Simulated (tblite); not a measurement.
H5NSSi.
Bonds: N1–Si2, Si2–S3. Hydrogens: H4, H5 on N1; H6, H7 on Si2; H8 on S3.

Structure optimised with GFN2-xTB, isolated species.

Problem. What internal coordinates does the optimisation give?

Solution. 
```tsv
bond	length (Å)	order
N1–Si2	1.717	single
Si2–S3	2.151	single
N1–H4, N1–H5	1.007	single
Si2–H6, Si2–H7	1.457	single
S3–H8	1.323	single
```

Bonds in one row agree within 0.01 Å and their mean is given. Orders are formal, as drawn. A selection of angles:
```tsv
angle	degrees
Si2–N1–H4	119.2
H4–N1–H5	110.2
N1–Si2–S3	105.4
N1–Si2–H6	118.8
N1–Si2–H7	106.5
S3–Si2–H6	102.7
S3–Si2–H7	109.7
H6–Si2–H7	113.2
Si2–S3–H8	96.2
```

Torsions: H8–S3–Si2–N1 -52° (synclinal). The mirror-image conformer, all signs reversed, is as good.

S3 (sulfur bonded to Si and H) is bent (angle 96.2°). N1 (silicon-bound nitrogen) has angles 119.5°, 119.2° and 110.2°, sum 349.0°, 0.23 Å off the plane of its three neighbours. Si2 (SiH2 silicon) is distorted tetrahedral (angles from 102.7° to 118.8°).

Its GFN2-xTB frequencies are all real (lowest 136 cm⁻¹). The numbers are those of one conformer (H–N1–Si2–S3 178° and -41°, N1–Si2–S3–H -52°). 2 starts were optimised and ended at 0.00 and 1.65 kcal/mol (GFN2-xTB); the lowest of these is shown.

On an Arm Neoverse N1 with one thread, shared host with 64 logical CPUs at a one-minute load of 59, this took 0.22 s of wall time. This is the geometry optimisation.

The numbers are calculated, not measured.
